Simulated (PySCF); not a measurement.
## Two-photon absorption: 2-isopropyloxirane (SMILES CC(C)[C@H]1CO1)

Geometry:
```csv
atom,x (Å),y (Å),z (Å)
C1,-0.768,1.247,0.073
C2,-0.403,-0.221,0.261
C3,-1.579,-1.149,-0.020
C4,0.771,-0.589,-0.611
C5,2.149,-0.562,-0.124
O6,1.455,-1.780,-0.290
H7,-1.066,1.449,-0.969
H8,-1.613,1.530,0.718
H9,0.079,1.908,0.313
H10,-0.082,-0.378,1.306
H11,-1.936,-1.032,-1.057
H12,-1.286,-2.200,0.122
H13,-2.426,-0.935,0.651
H14,0.606,-0.441,-1.691
H15,2.976,-0.384,-0.823
H16,2.343,-0.263,0.915
```

The calculation used TDDFT CAM-B3LYP/def2-TZVPD excited states, vertical, gas phase in PySCF. Geometry: PBE0-D3(BJ)/def2-SVP.

(1) Give the one- and two-photon strengths of the lowest singlets.

## Answers

(1) δ for parallel linear polarisation; σ at the peak of a Lorentzian of half width 0.1 eV, single beam; Ω is circular over linear.
```csv
state,E (eV),f,photon λ (nm),δ (au),σ (GM),Ω,main
S1,7.48,0.010,332,55.6,1.14,1.08,"HOMO→LUMO 0.45, HOMO→LUMO+3 0.24"
S2,7.67,0.022,323,5.73,0.12,1.26,"HOMO→LUMO+3 0.37, HOMO→LUMO 0.28"
S3,7.80,0.023,318,22,0.49,0.52,"HOMO→LUMO+2 0.52, HOMO→LUMO+1 0.31"
S4,8.09,0.007,306,17.6,0.42,1.37,"HOMO→LUMO+1 0.39, HOMO→LUMO+2 0.21"
S5,8.16,0.010,304,28.2,0.69,1.43,"HOMO−1→LUMO 0.74, HOMO−1→LUMO+1 0.10"
S6,8.45,0.011,293,3.35,0.09,1.32,"HOMO−1→LUMO+2 0.61, HOMO−1→LUMO+1 0.19"
```

Among these, the strongest one-photon state is S3, the strongest two-photon state S1, with a dipole change of 4.6 D (relaxed, norm of the difference vector).
